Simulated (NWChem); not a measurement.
The numbers come from NWChem runs, not from measurements. System: FLi, charge 0, spin multiplicity 1, at a geometry optimised with B3LYP/def2-SVP. The structure started from a generated list of species. Level: CR-CCSD(T)/cc-pVTZ, 1 core orbitals frozen.

Job file:

```
start mol
memory heap 100 mb stack 700 mb global 1900 mb
geometry units angstroms nocenter noautoz
  Li     0.000000     0.000000    -1.146724
  F      0.000000     0.000000     0.382241
  symmetry group C2v
end
basis spherical
  * library cc-pvtz
end
scf
  rhf
  nopen 0
  maxiter 100
  thresh 1e-7
  semidirect memsize 60000000 filesize 0
end
tce
  freeze core 1
  cr-ccsd(t)
  2eorb
  2emet 13
  thresh 1e-6
  maxiter 100
  tilesize 24
end
task tce energy
```

Output (cleaned and shortened):

```
             Northwest Computational Chemistry Package (NWChem) 7.3.0
             --------------------------------------------------------

                                NWChem Input Module
                                -------------------

 Scaling coordinates for geometry "geometry" by  1.889725989
 (inverse scale =  0.529177249)

 Turning off AUTOSYM since
 SYMMETRY directive was detected!

                             Geometry "geometry" -> ""
                             -------------------------

 Output coordinates in angstroms (scale by  1.889725989 to convert to a.u.)

  No.       Tag          Charge          X              Y              Z
 ---- ---------------- ---------- -------------- -------------- --------------
    1 Li                   3.0000     0.00000000     0.00000000    -1.14672400
    2 F                    9.0000     0.00000000     0.00000000     0.38224100

 Effective nuclear repulsion energy (a.u.)       9.3447434853

            Nuclear Dipole moment (a.u.)
            ----------------------------
        X                 Y               Z
 ---------------- ---------------- ----------------
     0.0000000000     0.0000000000    -0.0000056692

      Symmetry information
      --------------------

 Group name             C2v
 Group number             16
 Group order               4
 No. of unique centers     2

      Symmetry unique atoms

     1    2


 Summary of "ao basis" -> "" (spherical)
 ------------------------------------------------------------------------------
       Tag                 Description            Shells   Functions and Types
 ---------------- ------------------------------  ------  ---------------------
 *                          cc-pvtz                   on all atoms

 Summary of "ao basis" -> "ao basis" (spherical)
 ------------------------------------------------------------------------------
       Tag                 Description            Shells   Functions and Types
 ---------------- ------------------------------  ------  ---------------------
 Li                         cc-pvtz                 10       30   4s3p2d1f
 F                          cc-pvtz                 10       30   4s3p2d1f

                                 NWChem SCF Module
                                 -----------------

  ao basis        = "ao basis"
  functions       =    60
  atoms           =     2
  closed shells   =     6
  open shells     =     0
  charge          =   0.00
  wavefunction    = RHF
  use symmetry    = T
  symmetry adapt  = T

 Summary of "ao basis" -> "ao basis" (spherical)
 ------------------------------------------------------------------------------
       Tag                 Description            Shells   Functions and Types
 ---------------- ------------------------------  ------  ---------------------
 Li                         cc-pvtz                 10       30   4s3p2d1f
 F                          cc-pvtz                 10       30   4s3p2d1f

      Symmetry analysis of basis
      --------------------------

        a1         26
        a2          6
        b1         14
        b2         14

 Forming initial guess at       0.0s

      Superposition of Atomic Density Guess
      -------------------------------------

 Sum of atomic energies:        -106.84459497

      Non-variational initial energy
      ------------------------------

 Total energy =    -106.578642
 1-e energy   =    -166.974928
 2-e energy   =      51.051542
 HOMO         =      -0.668548
 LUMO         =      -0.058012

      Symmetry analysis of molecular orbitals - initial
      -------------------------------------------------

 !! scf_movecs_sym_adapt:   40 vectors were symmetry contaminated

  Symmetry fudging

 !! scf_movecs_sym_adapt:   38 vectors were symmetry contaminated

  Numbering of irreducible representations:

     1 a1          2 a2          3 b1          4 b2

  Orbital symmetries:

     1 a1          2 a1          3 a1          4 a1          5 b1
     6 b2          7 a1          8 b1          9 b2         10 a1
    11 b1         12 b2         13 a1         14 a1         15 a1
    16 a2

 Starting SCF solution at       0.2s

 ----------------------------------------------
         Quadratically convergent ROHF

 Convergence threshold     :          1.000E-07
 Maximum no. of iterations :          100
 Final Fock-matrix accuracy:          1.000E-09
 ----------------------------------------------

              iter       energy          gnorm     gmax       time
             ----- ------------------- --------- --------- --------
                 1     -106.9070729883  1.25D+00  4.25D-01      0.2
                 2     -106.9780557614  1.83D-01  6.80D-02      0.2
                 3     -106.9797118003  1.09D-02  3.46D-03      0.3
                 4     -106.9797259873  4.86D-05  2.05D-05      0.3
                 5     -106.9797259875  2.48D-09  9.65D-10      0.3

       Final RHF  results
       ------------------

         Total SCF energy =   -106.979725987535
      One-electron energy =   -169.877813081033
      Two-electron energy =     53.553343608204
 Nuclear repulsion energy =      9.344743485294

        Time for solution =      0.1s

       Symmetry analysis of molecular orbitals - final
       -----------------------------------------------

  Numbering of irreducible representations:

     1 a1          2 a2          3 b1          4 b2

  Orbital symmetries:

     1 a1          2 a1          3 a1          4 a1          5 b1
     6 b2          7 a1          8 b2          9 b1         10 a1
    11 a1         12 b2         13 b1         14 a1         15 a2
    16 a1

             Final eigenvalues
             -----------------

              1
    1  -26.1136
    2   -2.4324
    3   -1.3815
    4   -0.5024
    5   -0.4778
    6   -0.4778
    7   -0.0025
    8    0.0389
    9    0.0389
   10    0.0643
   11    0.1351
   12    0.1402
   13    0.1402
   14    0.2030
   15    0.2291
   16    0.2291

                       ROHF Final Molecular Orbital Analysis
                       -------------------------------------

 Vector    4  Occ=2.000000D+00  E=-5.023582D-01  Symmetry=a1
              MO Center= -1.2D-16,  1.4D-16,  3.8D-01, r^2= 5.4D-01
   Bfn.  Coefficient  Atom+Function         Bfn.  Coefficient  Atom+Function
  ----- ------------  ---------------      ----- ------------  ---------------
    40      0.451246  2 F  pz                37      0.365648  2 F  pz
    43      0.343367  2 F  pz

 Vector    5  Occ=2.000000D+00  E=-4.778429D-01  Symmetry=b1
              MO Center=  1.4D-16,  1.4D-31,  3.4D-01, r^2= 5.9D-01
   Bfn.  Coefficient  Atom+Function         Bfn.  Coefficient  Atom+Function
  ----- ------------  ---------------      ----- ------------  ---------------
    38      0.446210  2 F  px                35      0.361117  2 F  px
    41      0.350837  2 F  px

 Vector    6  Occ=2.000000D+00  E=-4.778429D-01  Symmetry=b2
              MO Center=  1.0D-31,  1.2D-16,  3.4D-01, r^2= 5.9D-01
   Bfn.  Coefficient  Atom+Function         Bfn.  Coefficient  Atom+Function
  ----- ------------  ---------------      ----- ------------  ---------------
    39      0.446210  2 F  py                36      0.361117  2 F  py
    42      0.350837  2 F  py

 Vector    7  Occ=0.000000D+00  E=-2.484410D-03  Symmetry=a1
              MO Center=  2.2D-15,  1.5D-15, -2.7D+00, r^2= 7.2D+00
   Bfn.  Coefficient  Atom+Function         Bfn.  Coefficient  Atom+Function
  ----- ------------  ---------------      ----- ------------  ---------------
     4      0.965072  1 Li s                 13     -0.398553  1 Li pz
     3     -0.173938  1 Li s                 10     -0.156440  1 Li pz

 Vector    8  Occ=0.000000D+00  E= 3.894307D-02  Symmetry=b2
              MO Center=  1.7D-30, -2.8D-15, -1.4D+00, r^2= 1.9D+01
   Bfn.  Coefficient  Atom+Function         Bfn.  Coefficient  Atom+Function
  ----- ------------  ---------------      ----- ------------  ---------------
    12      1.127031  1 Li py                 9     -0.221858  1 Li py

 Vector    9  Occ=0.000000D+00  E= 3.894307D-02  Symmetry=b1
              MO Center= -3.5D-15,  1.9D-30, -1.4D+00, r^2= 1.9D+01
   Bfn.  Coefficient  Atom+Function         Bfn.  Coefficient  Atom+Function
  ----- ------------  ---------------      ----- ------------  ---------------
    11      1.127031  1 Li px                 8     -0.221858  1 Li px

 center of mass
 --------------
 x =   0.00000000 y =   0.00000000 z =  -0.05691088

 moments of inertia (a.u.)
 ------------------
          42.774560244777           0.000000000000           0.000000000000
           0.000000000000          42.774560244777           0.000000000000
           0.000000000000           0.000000000000           0.000000000000

  Mulliken analysis of the total density
  --------------------------------------

    Atom       Charge   Shell Charges
 -----------   ------   -------------------------------------------------------
    1 Li   3     2.43   1.99 -0.00  0.05 -0.01  0.20  0.06 -0.00  0.05  0.06  0.03
    2 F    9     9.57   1.95  1.05  0.26  0.66  1.54  2.48  1.63  0.00  0.00  0.00

       Multipole analysis of the density wrt the origin
       ------------------------------------------------

     L   x y z        total         open         nuclear
     -   - - -        -----         ----         -------
     0   0 0 0     -0.000000      0.000000     12.000000

     1   1 0 0     -0.000000      0.000000      0.000000
     1   0 1 0     -0.000000      0.000000      0.000000
     1   0 0 1     -2.466575      0.000000     -0.000006

     2   2 0 0     -5.243484      0.000000      0.000000
     2   1 1 0      0.000000      0.000000      0.000000
     2   1 0 1     -0.000000      0.000000      0.000000
     2   0 2 0     -5.243484      0.000000      0.000000
     2   0 1 1     -0.000000      0.000000      0.000000
     2   0 0 2     -0.630746      0.000000     18.783446

                   NWChem Extensible Many-Electron Theory Module
                   ---------------------------------------------


            General Information
            -------------------
      Number of processors :     1
         Wavefunction type : Restricted Hartree-Fock
          No. of electrons :    12
           Alpha electrons :     6
            Beta electrons :     6
           No. of orbitals :   120
            Alpha orbitals :    60
             Beta orbitals :    60
        Alpha frozen cores :     1
         Beta frozen cores :     1
     Alpha frozen virtuals :     0
      Beta frozen virtuals :     0
         Spin multiplicity : singlet
    Number of AO functions :    60
       Number of AO shells :    20
        Use of symmetry is : on
      Symmetry adaption is : on
         Schwarz screening : 0.10D-09

          Correlation Information
          -----------------------
          Calculation type : Coupled-cluster singles & doubles w/ perturbation
   Perturbative correction : Completely renormalized (T)
            Max iterations :      100
        Residual threshold : 0.10D-05
     T(0) DIIS level shift : 0.00D+00
     L(0) DIIS level shift : 0.00D+00
     T(1) DIIS level shift : 0.00D+00
     L(1) DIIS level shift : 0.00D+00
     T(R) DIIS level shift : 0.00D+00
     T(I) DIIS level shift : 0.00D+00
   CC-T/L Amplitude update :  5-th order DIIS
                I/O scheme : Global Array Library
        L-threshold :  0.10D-05
        EOM-threshold :  0.10D-05
 no EOMCCSD initial starts read in
 TCE RESTART OPTIONS
 SLICE:      F
 D4D5:       F
 quantumc:   F
 qrotation:  F
 pwtce:      F
 qducc:      F
 nacto:                         0
 nrotv:                         0
 nrot:                          0

            Memory Information
            ------------------
          Available GA space size is     249033200 doubles
          Available MA space size is     104854476 doubles

 Maximum block size supplied by input
 Maximum block size        24 doubles

 tile_dim =     22

 -------------------------------------------------

 Global array virtual files algorithm will be used

 Parallel file system coherency ......... OK

 4-electron integrals stored in orbital form

 v2    file size   =           971954
 4-index algorithm nr.  13 is used
 imaxsize =       30
 imaxsize ichop =        0


CCSD iterations
 ---------------------------------------------------------
 Iter          Residuum       Correlation     Cpu    Wall
 ---------------------------------------------------------
    1   0.1478828866195  -0.2908464671158     0.1     0.1
    2   0.0298343331636  -0.2857944143743     0.1     0.1
    3   0.0088697032788  -0.2902099294408     0.1     0.1
    4   0.0043784143057  -0.2899837894764     0.1     0.1
    5   0.0017352133074  -0.2903791254699     0.1     0.1
    6   0.0006210897948  -0.2903810082353     0.1     0.1
    7   0.0003727729185  -0.2903821330576     0.1     0.1
    8   0.0002134365155  -0.2903851296030     0.1     0.1
    9   0.0001680070118  -0.2903856526900     0.1     0.1
   10   0.0001135018558  -0.2903880537402     0.1     0.1
   11   0.0000138221443  -0.2903886661586     0.1     0.1
   12   0.0000067790343  -0.2903889228933     0.1     0.1
   13   0.0000042222344  -0.2903887398008     0.1     0.1
   14   0.0000027972216  -0.2903887969645     0.1     0.1
   15   0.0000020915245  -0.2903887543720     0.1     0.1
   16   0.0000005103297  -0.2903887644884     0.1     0.1
 -----------------------------------------------------------------
 Iterations converged
 CCSD correlation energy / hartree =        -0.290388764488406
 CCSD total energy / hartree       =      -107.270114752023389

 Singles contributions

 Doubles contributions
 CR-CCSD(T)

 CR-CCSD[T]  correction energy / hartree =        -0.007305422838827
 CR-CCSD[T] correlation energy / hartree =        -0.297694187327233
 CR-CCSD[T] total energy / hartree       =      -107.277420174862215
 CR-CCSD(T)  correction energy / hartree =        -0.006691118087911
 CR-CCSD(T) correlation energy / hartree =        -0.297079882576317
 CR-CCSD(T) total energy / hartree       =      -107.276805870111303

 Task  times  cpu:        3.8s     wall:        3.8s

 Total times  cpu:        3.8s     wall:        3.8s
```
